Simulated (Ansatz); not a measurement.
**C₂H₇P: small, medium and large basis sets**

How large a basis does C₂H₇P need? Two functionals are run in growing sets.

Program: Ansatz 0.2.0, Gaussian basis. Level of theory: one geometry, several basis sets. These are calculated values, not measurements.

The runs, in order: PBE0-D4/def2-SVP; ωB97M-V/def2-SVP; PBE0-D4/def2-QZVPP; ωB97M-V/def2-QZVPP; the functionals' def2-TZVPP values are taken from earlier runs.

### 1 The relaxed structure

An earlier PBE0-D4 in a triple-zeta def2 set relaxation fixed the geometry.

10 atoms, charge 0, spin multiplicity 1.

Atoms are counted from 1 here; the program's logs count them from 0.

Bond lengths: C1–P2 1.844 Å, C1–H4 1.092 Å, C1–H5 1.092 Å, C1–H6 1.092 Å, P2–C3 1.844 Å, P2–H7 1.422 Å, C3–H8 1.092 Å, C3–H9 1.092 Å, C3–H10 1.092 Å. Angles: P2–C1–H4 113.1°, P2–C1–H5 109.3°, P2–C1–H6 108.8°, H4–C1–H5 109.1°, H4–C1–H6 108.8°, H5–C1–H6 107.6°, C1–P2–C3 100.2°, C1–P2–H7 97.1°, C3–P2–H7 97.1°, P2–C3–H8 108.8°, P2–C3–H9 109.3°, P2–C3–H10 113.1°, H8–C3–H9 107.6°, H8–C3–H10 108.8°, H9–C3–H10 109.1°.

Geometry (Å):

```xyz
10
charge 0, multiplicity 1
C    -0.93966    0.56279   -0.91187
P     0.64284    0.85178   -0.01107
C     0.64968   -0.61039    1.11199
H    -1.04438   -0.46153   -1.27509
H    -1.00483    1.24970   -1.75787
H    -1.77250    0.78569   -0.24116
H     1.50942    0.31546   -1.00248
H    -0.09261   -0.45428    1.89798
H     1.62640   -0.69257    1.59268
H     0.42563   -1.54665    0.59688
```

### 2 PBE0-D4 in def2-SVP

The input, in.yaml:

```yaml
crystal:
  periodic: [false, false, false]
  atoms:
    - {symbol: C, position_ang: [-0.939656, 0.562791, -0.911871]}
    - {symbol: P, position_ang: [0.642843, 0.851782, -0.011073]}
    - {symbol: C, position_ang: [0.649685, -0.610389, 1.111989]}
    - {symbol: H, position_ang: [-1.044383, -0.461530, -1.275090]}
    - {symbol: H, position_ang: [-1.004829, 1.249696, -1.757865]}
    - {symbol: H, position_ang: [-1.772500, 0.785693, -0.241162]}
    - {symbol: H, position_ang: [1.509418, 0.315464, -1.002477]}
    - {symbol: H, position_ang: [-0.092613, -0.454283, 1.897984]}
    - {symbol: H, position_ang: [1.626402, -0.692572, 1.592679]}
    - {symbol: H, position_ang: [0.425631, -1.546651, 0.596875]}
basis:
  gaussian: {orbitals: def2-SVP}
hamiltonian: {xc: pbe0, dispersion: d4}
output: {orbitals: {seedname: orbitals}}
```

Launch:

```
ansatz run in.yaml --threads 4 --pin off --events-out ev --progress --plain --max-ram 10444MiB
```

The runs that follow: ωB97M-V in def2-SVP; PBE0-D4 in def2-QZVPP; ωB97M-V in def2-QZVPP.

**Question.** What will the summary of the whole plan be? Wanted: PBE0-D4: double and triple zeta above quadruple; ωB97M-V: double and triple zeta above quadruple.

**Answer**, as computed:

| quantity | value |
| --- | --- |
| PBE0-D4: double and triple zeta above quadruple | 6.13, 0.43 eV |
| ωB97M-V: double and triple zeta above quadruple | 6.32, 0.42 eV |

For PBE0-D4 the step from double to triple zeta gains 5.70 eV and the next only 0.43 eV. These are total energies; as a rule much of such shifts cancels in differences, which this series doesn't test. The LUMO of ωB97M-V is positive and keeps falling with the basis (3.11 to 1.75 eV): an unbound level that the basis holds in place.
